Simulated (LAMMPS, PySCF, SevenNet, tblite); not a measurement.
## Bulk modulus of rock-salt LiCl: levels of theory against measurement

Reference value: 38.7 GPa (measured, 0 K value with the zero-point phonon effect removed, our sources range from 37.3 to 38.7; as tabulated in Mejia-Rodriguez and Trickey (2018), arXiv:1807.09216).

| level (code) | value (GPa) | cell (Å³/atom) |
|---|---|---|
| ionic model catlow1977 (shell model, LAMMPS) | 40.5 | 16.08 |
| GFN1-xTB (tblite) | 46.8 | 14.73 |
| IPEA1-xTB (tblite) | 67.3 | 13.18 |
| SevenNet-l3i5 | 31.3 | 17.16 |
| PBE (PySCF) | 31.7 ± 1.0 | 17.14 |
| PBE0 (PySCF) | … | 16.68 |
| Hartree–Fock (PySCF) | … | 18.03 |
| MP2 (PySCF) | … | 15.75 |
| CCSD(T) (PySCF) | 35.7 ± 3 | 16.20 |

Q: Complete the blanks.

A: 
- PBE0 (PySCF), value (GPa): 34.0 ± 1
- Hartree–Fock (PySCF), value (GPa): 30.3 ± 1
- MP2 (PySCF), value (GPa): 40.0 ± 1

Errors against the reference: ionic model catlow1977 +4.7 %, GFN1-xTB +21 %, IPEA1-xTB +74 %, SevenNet-l3i5 -19.1 %, PBE -18.1 %, PBE0 -12.1 %, Hartree–Fock -22 %, MP2 +3.4 %, CCSD(T) -7.8 %.

Leaving aside IPEA1-xTB (doubt noted below): Once the reference is moved by up to 3.6 % (a margin picked here for doubts on the reference and the settings) and values within 1.7 % count as equal, the nearest can be MP2 (+3.4 %), ionic model catlow1977 (+4.7 %) or CCSD(T) (-7.8 %). By the same margin the farthest can be Hartree–Fock (-22 %) or GFN1-xTB (+21 %).

A ± on a computed value is a rough bar: the spread of its extrapolation, a floor set from checks against published values, or a statistical error. GFN1-xTB: the method was fitted mainly to molecules. GFN1-xTB, IPEA1-xTB: the run uses a supercell at the zone centre in place of a k mesh. IPEA1-xTB: the relaxed volume lies over a fifth from the starting cell. IPEA1-xTB: this parameter set was refitted to ionisation energies, not structures. Each level is taken at its own relaxed cell.

Empirical potentials (ionic model catlow1977) are fitted to chosen data: where that held the value shown, agreement is built in, and what lay outside the fit can be far off. Machine-learned potentials (SevenNet-l3i5) are trained on DFT data: a solid inside that data is no test of them.

Differences are worked out from the printed values.
